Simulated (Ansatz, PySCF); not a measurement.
System: C3H5, charge 0, doublet. C3H5 (SMILES [C](=C)C, doublet).
B3LYP-D3(BJ)/def2-TZVP minimum from Ansatz (a quantum-chemistry and plane-wave program):
```xyz
8

C      1.3206     0.2440     0.0036
C      0.0250     0.3975    -0.0063
H      1.7758    -0.7501     0.0222
H      2.0084     1.0832    -0.0060
C     -1.2071    -0.3930    -0.0005
H     -0.9820    -1.4692     0.0181
H     -1.8216    -0.1633     0.8734
H     -1.8116    -0.1916    -0.8883
```
Charge 0, spin multiplicity 2.

Atomisation energy term by term, kcal/mol (programs: Ansatz). Open shells are spin-unrestricted; no spin-orbit coupling. Cores are frozen in correlated methods. Rows without X2C or -DK are non-relativistic. CBS(X,Y): correlation extrapolated as X^-3, Hartree-Fock from the larger set. A bracket is a step between two methods taken in the basis named. 'core' is core correlation in cc-pwCVTZ, 'X2C' scalar relativity in cc-pVTZ-DK, both at CCSD(T). Where a partner has so few electrons that a lower coupled-cluster level is exact, that level stands in. The UHF reference of C3H5 (C=[C]C, doublet) is spin-contaminated (<S^2> up to 0.16 over the pure value in the sets run).

```tsv
term	basis	kcal/mol
Hartree-Fock	cc-pVQZ	567.43
CCSD correlation	CBS(cc-pVTZ,cc-pVQZ)	165.49
(T)	CBS(cc-pVTZ,cc-pVQZ)	10.50
CCSDT(Q) - CCSD(T)	cc-pVDZ	0.82
core correlation	cc-pwCVTZ	3.30
scalar relativity	X2C, cc-pVTZ-DK	-0.50
minus zero-point energy	Hessian by PySCF at B3LYP-D3(BJ)/def2-TZVP	-40.94
sum: D0		706.1
```
